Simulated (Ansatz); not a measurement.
SSi (`[Si-]#[S+]`). The species carries charge 0 and has multiplicity 1.

Bond lengths: Si1–S2 1.930 Å.

(1) Give the diagnostics of a CCSD(T)/def2-TZVPP run (frozen core, Ansatz 0.2.0). (Estimate.)

## Answers

(1) Computed: T1 = 0.0217, largest single amplitude 0.038, largest double 0.067, (T) share of the correlation energy 5.9 %, 10 CCSD cycles. The RHF solution is stable towards an unrestricted one. T1 lies over the customary mark of 0.02 for closed shells.
